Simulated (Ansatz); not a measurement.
```yaml
crystal:
  periodic: [false, false, false]
  atoms:
    - {symbol: Ge, position_ang: [0.014943, 0.000380, -0.418721]}
    - {symbol: F, position_ang: [-0.039268, 1.323550, 0.801306]}
    - {symbol: F, position_ang: [-0.017868, -1.325003, 0.799666]}
basis:
  gaussian: {orbitals: def2-TZVP}
hamiltonian: {xc: pbe0}
relax: {f_tol: 0.004, max_steps: 80}
```

```sh
$ ansatz run in.yaml --threads 1 --pin off --events-out ev --progress --plain --max-ram 2176MiB
```

Steps of the relaxation (energy above the last step; positions in Å, forces in eV/Å):

```
3
step 1, 82.2 meV
Ge    0.015    0.000   -0.419   -0.071   -0.002    1.976
F    -0.039    1.324    0.801    0.042   -0.872   -0.988
F    -0.018   -1.325    0.800    0.028    0.874   -0.987
```

```
3
step 2, 18.4 meV
Ge    0.014    0.000   -0.380   -0.029   -0.001    0.810
F    -0.039    1.335    0.782    0.019   -0.528   -0.405
F    -0.017   -1.337    0.780    0.010    0.529   -0.405
```

```
3
step 3, 0.2 meV
Ge    0.013    0.000   -0.372    0.004    0.000   -0.105
F    -0.038    1.308    0.778   -0.002    0.045    0.053
F    -0.017   -1.309    0.777   -0.002   -0.045    0.053
```

```
3
step 5, 0.0 meV
Ge    0.013    0.000   -0.375    0.000    0.000    0.002
F    -0.038    1.308    0.779    0.000    0.001   -0.001
F    -0.017   -1.309    0.778    0.000   -0.001   -0.001
```

Close pairs at the end: Ge1–F3 1.745 Å, Ge1–F2 1.745 Å.

A stationary point of restricted PBE0 after 5 steps (its stability towards spin polarisation wasn't tested); no frequencies were run, so it isn't proven a minimum. 13 s on 1 thread of AMD EPYC 7R43, shared host.
